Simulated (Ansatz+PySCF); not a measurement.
The numbers below are computed, except where a source is named.
# Several solutions for triplet B2

```xyz
2

B     0.0000    0.0000   -1.8098
B     0.0000    0.0000    1.8098
```

Basis set: 6-31G (spherical functions). Charge 0, multiplicity 3.

PBE0 (unrestricted) was run from several starts with Ansatz (development build ahead of 0.2.0) and PySCF 2.14.0.

| run | program | start | converged | energy (hartree) | <S²> |
| --- | --- | --- | --- | --- | --- |
| A | Ansatz | stability test followed | yes | -49.22209 | 2.00 |
| B | Ansatz | atomic start, no search | yes | -49.21026 | 2.00 |
| C | Ansatz | search for the lowest state | yes | -49.22209 | 2.00 |
| D | PySCF | program defaults | yes | -49.21026 | 2.00 |

Which runs reached the lowest solution of this kind, and what is wrong with the others?

A, C reached the lowest solution found. Converged but too high: B by 0.32 eV, D by 0.32 eV. Convergence only shows a stationary point, and even a stable one can lie too high; stability tests and further starts are what find lower ones.
